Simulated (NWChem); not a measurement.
Molecule: SiCl4; SMILES Cl[Si](Cl)(Cl)Cl

All runs: NWChem. The geometry was optimised at PBE-D3(BJ)/def2-SVP.

Q: Taking PBE/def2-TZVPP as the yardstick, which of these has the fewest basis functions while keeping “highest occupied level (eV)” within 0.05 eV of it: PBE/aug-pcseg-1; PBE/pcseg-2; PBE/pcseg-1; PBE/3-21G?

A: none of them.
| level | basis functions | highest occupied level (eV) | relative time (rough) |
|---|---|---|---|
| PBE/3-21G | 65 | -8.62 | 1 |
| PBE/pcseg-1 | 90 | -8.35 | 3 |
| PBE/aug-pcseg-1 | 135 | -8.22 | 9 |
| PBE/pcseg-2 | 170 | -8.25 | 10 |
| PBE/def2-TZVPP | 210 | -8.12 | 10 |

The yardstick is one finite set, not the basis-set limit.
